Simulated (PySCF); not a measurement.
Compound: HNO.
Z-matrix (Å and degrees, PBE0-D3(BJ)/def2-SVP geometry), rows numbered from 1:
```
N 
O   1  1.1889
H   1  1.0707  2  108.96
```

The calculation used core-valence-separated Tamm–Dancoff BHandHLYP/aug-pcX-1 (pcseg-1 on H) in PySCF, non-relativistic, gas phase, PBE0-D3(BJ)/def2-SVP geometry. Absolute energies from this functional tend to lie a few eV below measured edges; no shift was applied.

(1) List the oxygen K-edge absorption lines.

(2) List the nitrogen K-edge absorption lines.

Results:

(1) 
```tsv
E (eV)	f	core hole on	main final orbital	polarisation
527.61	0.0649	O2	LUMO (95 %)	out of plane
536.18	0.0032	O2	LUMO+1 (73 %)	in plane
536.83	0.0021	O2	LUMO+2 (70 %)	in plane
537.75	0.0015	O2	LUMO+3 (92 %)	out of plane
537.93	0.0083	O2	LUMO+4 (81 %)	in plane
538.98	0.0131	O2	LUMO+5 (69 %)	in plane
539.39	0.0058	O2	LUMO+6 (63 %)	in plane
```

The first line with a tenth or more of the strongest one's intensity is at 527.61 eV (f = 0.065), with the hole on O2 (oxygen bonded to N), polarised out of plane: a 1s→π* resonance. It is also the strongest listed.

(2) 
```tsv
E (eV)	f	core hole on	main final orbital	polarisation
395.85	0.0796	N1	LUMO (93 %)	out of plane
402.68	0.0385	N1	LUMO+1 (77 %)	in plane
405.47	0.0030	N1	LUMO+2 (89 %)	in plane
405.73	0.0158	N1	LUMO+3/LUMO+4 (2 roots, f summed)	mixed
407.26	0.0066	N1	LUMO+5 (49 %)	in plane
408.21	0.0033	N1	LUMO+8 (36 %)	in plane
```

The first line with a tenth or more of the strongest one's intensity is at 395.85 eV (f = 0.080), with the hole on N1 (nitrogen bonded to O and H), polarised out of plane: a 1s→π* resonance. It is also the strongest listed.

Roots within 0.03 eV whose holes lie on the same, on equivalent or on shared atoms are summed into one line, and the highest roots are left out, as the search may have cut off their partners. Final orbitals are the ground state's empty Kohn–Sham orbitals.

Question: What is the summed oscillator strength of the listed O K lines, and their intensity-weighted mean energy?

Answer: Σf = 0.099 over 7 lines from 527.61 to 539.39 eV; the weighted mean is 531.29 eV. The strongest line holds 66 % of the sum.

Only the lowest roots of each edge were sought.
